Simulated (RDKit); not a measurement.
RDKit input (UFF):

```python
from rdkit import Chem
from rdkit.Chem import AllChem, rdDetermineBonds

mol = Chem.MolFromXYZFile('mol.xyz')
rdDetermineBonds.DetermineBonds(mol, charge=-1)
print('SMILES', Chem.MolToSmiles(Chem.RemoveHs(mol)))
ff = AllChem.UFFGetMoleculeForceField(mol)
e0 = ff.CalcEnergy()
flag = ff.Minimize(maxIts=5000, forceTol=1e-5)
print(f'energy {e0:.4f} -> {ff.CalcEnergy():.4f} kcal/mol, converged: {flag == 0}')
print(Chem.MolToXYZBlock(mol))
```
mol.xyz:
```
11

O      0.08242012    -0.65307308    -0.27251841
C      0.05944358     0.81611492     0.02420122
C      1.27962424    -1.22791635     0.11217570
C     -1.41575988     1.14327758     0.16617260
H      0.38802558     1.28228298    -0.93384472
H      1.20119300    -2.32198246    -0.00706601
H      2.13924714    -0.88864672    -0.50001802
H      1.53362274    -0.98388112     1.15823764
H     -2.08405563     0.76161145    -0.64762280
H     -1.83735447     0.75179719     1.10337251
H     -1.53988680     2.23454646     0.19179143
```

From the last part of the output:

```
SMILES C[CH-]OC
energy 13.7383 -> 2.7452 kcal/mol, converged: True
11

O      0.068419   -0.684789   -0.494337
C      0.036827    0.703981   -0.298884
C      1.210741   -1.169892    0.164458
C     -1.328211    1.124714    0.218885
H      0.252177    1.219182   -1.259405
H      1.259216   -2.269478    0.025460
H      2.140307   -0.734159   -0.267609
H      1.158973   -0.970596    1.259141
H     -2.115609    0.853595   -0.515966
H     -1.535340    0.618595    1.185029
H     -1.340980    2.222977    0.378107
```

The dipole moment of an ion depends on the origin.
